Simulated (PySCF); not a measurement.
**F, SMILES `[F]` (charge 0, multiplicity 2)**

These are TPSSh-D3(BJ)/def2-TZVP (PySCF) values and carry that method's errors.

```yaml
highest_occupied_spin_orbital: -11.25 eV
dipole_moment: 0.00 D
total_energy: -99.7660 Ha
cost: around 2.4 core-seconds (rough)
```

Bond lengths (Å): .
Charge 0, spin multiplicity 2.
